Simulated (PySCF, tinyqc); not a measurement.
Starting guesses with plain Roothaan steps: SCF starting guesses in the sto-3g basis, for N2, spin multiplicity 1. Computed by the program tinyqc with PySCF. Command: `OMP_NUM_THREADS=1 python tinyqc.py 114256 114257 out.jsonl`; one thread of a shared host (Intel(R) Xeon(R) Processor @ 2.60GHz), about 0.5 s.

Geometry (angstrom):
```
atom       x       y       z
N     0.0000  0.0000  0.0000
N     0.0000  0.0000  1.2330
```

lowest restricted solution found by these runs and by PySCF = -107.473586 hartree

RHF with one setting changed at a time; a run stops when the energy changes by less than 1e-09 hartree and the error matrix is below 1e-5. Starts: the lowest orbitals of the core Hamiltonian, of the Wolfsberg-Helmholz matrix (K = 1.75), projected atomic densities, random orbitals, and the highest orbitals of the core Hamiltonian (a deliberately bad start).

Largest element of the error matrix X^T (FDS - SDF) X:
```
iteration     core  Wolfsberg-Helmholz  atomic densities   random  highest core orbitals
1          8.6e-01             3.2e-01           1.1e+00  9.4e+00                2.4e-01
2          1.5e-01             9.5e-02           1.7e-02  3.5e-01                3.7e-01
3          2.4e-02             2.4e-02           9.6e-04  3.9e-01                8.1e-02
4          3.9e-03             5.9e-03           1.6e-04  3.3e-01                1.9e-02
5          8.8e-04             1.5e-03           4.0e-05  3.5e-01                4.7e-03
6          3.2e-04             3.5e-04           9.8e-06  4.1e-01                1.2e-03
8          4.0e-05             2.1e-05                 -  5.6e-01                6.9e-05
10         4.7e-06                   -                 -  7.5e-01                4.1e-06
14               -                   -                 -  1.1e+00                      -
20               -                   -                 -  1.2e+00                      -
30               -                   -                 -  1.3e+00                      -
45               -                   -                 -  1.3e+00                      -
60               -                   -                 -  1.3e+00                      -
```

How each run ends:
```
run                    iterations  E (hartree)                                           state
core                           10  -106.904315                                          higher
Wolfsberg-Helmholz              9  -107.473586                                    lowest found
atomic densities                7  -107.473586                                    lowest found
random                        >60  -105.798881  has stopped falling
highest core orbitals          10  -107.473586                                    lowest found
```

3 of 5 runs reach the lowest restricted solution found, in 7 to 10 iterations (fastest: atomic densities). Ending on a higher stationary point: core; a small error matrix cannot reveal that, and an occupation fixed by the start is kept by symmetry or by the shape of the basin. Not converged: random. The first errors are 9e-01, 3e-01, 1e+00, 9e+00, 2e-01; the deliberately bad start has the smallest one, so a small first error does not mark a good start. The restricted reference is unstable here: a spin-polarised solution lies 0.0256 hartree lower (PySCF), so results built on it describe a poor reference.
